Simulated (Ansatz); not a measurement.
A made-up structure of C2HS, doublet:

```xyz
4
angstrom
C -1.7948 1.1247 -1.6091
C -0.1870 0.1384 0.5834
S -0.3511 0.2182 -1.0313
H 0.7213 -0.5178 -1.4146
```

It is relaxed with PBE-D4/def2-SVP and then PBE0-D4/def2-TZVP (Ansatz 0.2.0). Atoms count as bonded within 1.22 times the sum of their covalent radii (H–H: 0.88 Å). The end point is not checked to be a true minimum.

**Question.** Does its bonding change? (A judgement: the text doesn't fix the answer.)

**Answer.** By the calculation: No: no bond forms or breaks.

Where it ends: The first stage lowers the energy by 0.60 eV in 8 steps. It ends as C₂HS ([C][SH][C]):
C1  (-1.583, 1.002, -1.287)
C2  (-0.554, 0.378, 0.583)
S3  (-0.228, 0.123, -1.003)
H4  (0.753, -0.539, -1.763)
(Å)

Labels in which every atom is bracketed show which atoms are joined, not bond orders.

For scale, one of the runs: PBE0-D4/def2-TZVP relaxation, 105 basis functions, launched by `ansatz run in.yaml --threads 2 --pin off --events-out ev --progress --plain --max-ram 4352MiB`. The run took about 30 s on 2 CPU threads of an Intel Xeon Platinum 8259CL (shared host).
